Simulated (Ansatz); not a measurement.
Input for Ansatz (development build ahead of 0.2.0):

```yaml
crystal:
  periodic: [false, false, false]
  atoms:
    - { symbol: C, position_ang: [-0.0126, 0.01954, -1.16075] }
    - { symbol: S, position_ang: [-0.01792, 0.03595, 0.44846] }
basis:
  gaussian: { orbitals: aug-cc-pVDZ }
hamiltonian:
  xc: hf
correlation:
  method: mp2
  frozen_orbitals: { C: 1, S: 5 }
```

The input is written out in the form of the current development build from the run's settings.

The run gave:

```json
{
  "Converged": "yes",
  "Reference energy": "-435.32714 hartree",
  "Correlation energy": "-0.25945 hartree",
  "Total energy": "-435.58659 hartree",
  "Spin squared of the determinant": "0.000"
}
```
